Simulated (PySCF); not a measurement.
**How the method moves the HOMO and LUMO of `C/C=C(\C)F`**

Species: C4H7F.
Cartesian coordinates in Å at the PBE0-D3(BJ)/def2-SVP level; atoms count from 1:
```
atom  x, y, z in Å
C1     1.5642   -0.3413   -0.4449
C2     0.5140    0.7146   -0.5235
C3    -0.7206    0.6591   -0.0211
C4    -1.3994   -0.4274    0.7297
F5    -1.5291    1.7218   -0.1890
H6     1.8720   -0.6717   -1.4511
H7     1.2331   -1.2306    0.1093
H8     2.4723    0.0402    0.0508
H9     0.7685    1.6445   -1.0430
H10   -2.3002   -0.7576    0.1878
H11   -1.7305   -0.0584    1.7137
H12   -0.7443   -1.2932    0.8812
```

Basis pcSseg-2 throughout (PySCF), one geometry. Isolated species at its PBE0-D3(BJ)/def2-SVP geometry, gas phase.

How do the orbital energies, the gap and the dipole change with the method?

```csv
method,kind,HOMO (eV),LUMO (eV),gap (eV),μ (D),SCF cycles
BLYP,GGA,-5.52,-0.24,5.28,1.67,16
OPBE,GGA,-5.60,-0.23,5.36,1.61,15
B97-D,GGA,-5.61,-0.25,5.36,1.66,14
PBE,GGA,-5.64,-0.34,5.30,1.65,16
KT2,GGA,-5.67,-0.30,5.37,1.68,16
KT3,GGA,-5.70,-0.31,5.38,1.66,15
BP86,GGA,-5.73,-0.42,5.32,1.66,14
LDA,LDA,-5.79,-0.54,5.25,1.73,15
B97-2,global hybrid,-6.58,0.61,7.19,1.75,14
B3LYP,global hybrid,-6.63,0.30,6.93,1.77,14
PBE0,global hybrid,-6.83,0.61,7.44,1.76,14
mPW1PW91,global hybrid,-6.85,0.57,7.42,1.76,14
BHandHLYP,global hybrid,-7.90,1.06,8.96,1.88,12
CAM-B3LYP,range-separated hybrid,-8.18,1.24,9.42,1.82,12
wB97X-D,range-separated hybrid,-8.66,2.29,10.95,1.77,12
HF,Hartree–Fock,-9.44,2.62,12.06,1.96,11
LC-wPBE,range-separated hybrid,-9.52,2.38,11.90,1.81,13
```

The HOMO spans 4.00 eV, from BLYP down to LC-wPBE, and the gap runs from 5.25 eV (LDA) to 12.06 eV (HF). Over the methods BLYP (0 %), OPBE (0 %), B97-D (0 %), PBE (0 %), KT2 (0 %), KT3 (0 %), BP86 (0 %), LDA (0 %), B97-2 (21 %), B3LYP (20 %), PBE0 (25 %), mPW1PW91 (25 %), BHandHLYP (50 %), HF (100 %), a straight line through the gap against the share of exact exchange rises by 0.69 eV for each 10 % (correlation coefficient 0.996). The dipole ranges from 1.61 D (OPBE) to 1.96 D (HF). This basis has no diffuse functions.
